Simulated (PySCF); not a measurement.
Match the calculated data to a structure.

All candidates are C6H10.

| technique | computed result |
| --- | --- |
| 13C NMR | chemical shifts (computed TMS as zero) by class: 157.7 (1 C), 120.1 (1 C), 49.4 (1 C), 34.1 (2 C), 22.1 (1 C) ppm [GIAO PBE/pcSseg-2] |
| UV, first state | lowest singlet excitation: 7.20 eV (172 nm, f = 0.532) [TDDFT CAM-B3LYP/def2-SVPD] |
| 1H NMR | chemical shifts (computed TMS as zero) by class: 6.07 (1 H), 5.16 (1 H), 5.01 (1 H), 2.94 (1 H), 2.07 (2 H), 1.90 (1 H), 1.89 (2 H), 1.70 (1 H) ppm [GIAO PBE/pcSseg-2] |
| Valence photoelectron | vertical ionisation energy: 9.41 eV [ΔSCF CAM-B3LYP/def2-SVPD] |
| Triplet | lowest triplet excitation (Tamm–Dancoff): 4.31 eV [TDA CAM-B3LYP/def2-SVPD] |
| Polarisability | 72.2 au [CAM-B3LYP/def2-SVPD] |
| Dipole | 0.36 D [CAM-B3LYP/def2-SVPD] |
| Rotational structure | rotational constants A, B, C: 9.421, 2.174, 1.966 GHz [PBE0-D3(BJ)/def2-SVP] |

Gas-phase values; electronic properties from PySCF, density fitting. Levels stand in brackets. One conformer (not necessarily the lowest) at the PBE0-D3(BJ)/def2-SVP geometry, without solvent, vibrations or thermal averaging. NMR values are class means; diastereotopic atoms form classes of their own.

**Question.** Which candidate is it?
A. `C=CC1CCC1`
B. `C1C[C@H]2C[C@@H]1C2`
C. `C/C=C\C=C\C`

**Answer.** A. It is `C=CC1CCC1`. Numbering: `[CH2:1]=[CH:2][CH:3]1[CH2:4][CH2:5][CH2:6]1`. Its formula, C6H10, gives 2 degrees of unsaturation: 1 ring and 1 π bond in the structure found. 6 carbons fall into 5 classes; from least to most shielded: alkene CH carbon [C2] (157.7 ppm), terminal =CH2 carbon [C1] (120.1 ppm), allylic carbon [C3] (49.4 ppm), four-membered-ring carbon [C4/C6] (34.1 ppm, 2 C), four-membered-ring carbon [C5] (22.1 ppm). Hydrogen classes from least to most shielded: 1 H on an alkene CH carbon, C2 (6.07 ppm), 1 H on a terminal =CH2 carbon, C1 (5.16 ppm), 1 H on a terminal =CH2 carbon, C1 (5.01 ppm), 1 H on an allylic carbon, C3 (2.94 ppm), 2 H on 2 four-membered-ring carbons, C4/C6 (2.07 ppm), 1 H on a four-membered-ring carbon, C5 (1.90 ppm), 2 H on 2 four-membered-ring carbons, C4/C6 (1.89 ppm), 1 H on a four-membered-ring carbon, C5 (1.70 ppm). The first electron is taken from the HOMO, whose largest Löwdin shares are 0.36 on the terminal =CH2 carbon, 0.31 on the alkene CH carbon and 0.09 on the allylic carbon. The optimised geometry has point group Cs and is an asymmetric top.

The others, at the same levels:
- `C/C=C\C=C\C` fails: its computed lowest singlet excitation is 5.63 eV (220 nm, f = 0.860) (against 7.20 eV), vertical ionisation energy is 8.10 eV (against 9.41 eV) and lowest triplet excitation (Tamm–Dancoff) is 3.09 eV (against 4.31 eV).
- `C1C[C@H]2C[C@@H]1C2` fails: its computed lowest singlet excitation is 8.40 eV (148 nm, f = 0.000) (against 7.20 eV), vertical ionisation energy is 10.72 eV (against 9.41 eV) and lowest triplet excitation (Tamm–Dancoff) is 8.21 eV (against 4.31 eV).

Each candidate is one conformer, not necessarily the lowest. The conformers computed, where there is a choice (atom-mapped SMILES and torsion angles):
- `[CH2:1]=[CH:2][CH:3]1[CH2:4][CH2:5][CH2:6]1`: C1–C2–C3–C4 -128°
- `[CH3:1]/[CH:2]=[CH:3]\[CH:4]=[CH:5]\[CH3:6]`: C2–C3–C4–C5 180°

The conformers of `C1C[C@H]2C[C@@H]1C2` aren't listed.
